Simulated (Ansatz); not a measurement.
# CH₃BSi: single points off equilibrium

One table from this session's results is given with a row withheld; the runs are named, their logs left out.

Method: single points in def2-TZVPP; program: Ansatz 0.2.0, Gaussian basis.

Correlated methods freeze the cores.

## Where the work starts

SMILES `B1C=[SiH]1`, 6 atoms, charge 0, spin multiplicity 1.

Atoms are counted from 1 here; the program's logs count them from 0.

Bond lengths: B1–C2 1.536 Å, B1–Si3 1.942 Å, B1–H4 1.077 Å, C2–Si3 1.845 Å, C2–H5 1.026 Å, Si3–H6 1.514 Å. Angles: C2–B1–Si3 62.8°, C2–B1–H4 156.2°, Si3–B1–H4 141.0°, B1–C2–Si3 69.4°, B1–C2–H5 154.3°, Si3–C2–H5 135.4°, B1–Si3–C2 47.8°, B1–Si3–H6 171.4°, C2–Si3–H6 127.3°.

As a file:

```xyz
6
CH3BSi
B    -0.8168   -0.5983   -0.5206
C     0.4642    0.2216   -0.7371
Si    0.0191    0.1731    1.0530
H    -1.6602   -1.2023   -0.8087
H     1.2680    0.5541   -1.2818
H     0.6416    0.9751    2.1762
```

The first run:

The input, run/in.yaml:

```yaml
crystal:
  periodic: [false, false, false]
  atoms:
    - {symbol: B, position_ang: [-0.816800, -0.598300, -0.520600]}
    - {symbol: C, position_ang: [0.464200, 0.221600, -0.737100]}
    - {symbol: Si, position_ang: [0.019100, 0.173100, 1.053000]}
    - {symbol: H, position_ang: [-1.660200, -1.202300, -0.808700]}
    - {symbol: H, position_ang: [1.268000, 0.554100, -1.281800]}
    - {symbol: H, position_ang: [0.641600, 0.975100, 2.176200]}
basis:
  gaussian: {orbitals: def2-TZVPP}
correlation: {method: ccsd_t}
output: {forces: true}
```

No record of the launch command was kept for these runs.

Among the steps run: CCSD(T)/def2-TZVPP; PBE0-D4/def2-TZVPP; wB97M-V/def2-TZVPP; r2SCAN-D4/def2-TZVPP; PBE-D4/def2-TZVPP; BLYP-D4/def2-TZVPP; wB97X-V/def2-TZVPP.

One of the session's tables, all rows but one given; the rest of the session is left out.

| method | RMS force component (eV/Å) | angle to CCSD(T) forces (°) | dipole (D) |
| --- | --- | --- | --- |
| CCSD(T) | 2.020 | reference | 1.31 |
| PBE0-D4 | 2.212 | 3.8 | 1.39 |
| wB97M-V | 2.191 | 4.6 | 1.42 |
| r2SCAN-D4 | 2.154 | 3.3 | 1.31 |
| PBE-D4 | 2.122 | 3.4 | 1.30 |
| BLYP-D4 | 2.028 | 2.8 | 1.26 |
| wB97X-V | ? | ? | ? |

Q: Estimate the row for wB97X-V from the others.

The run gave: RMS force component (eV/Å): 2.257; angle to CCSD(T) forces (°): 4.2; dipole (D): 1.50. In the column «RMS force component (eV/Å)» it is the highest.
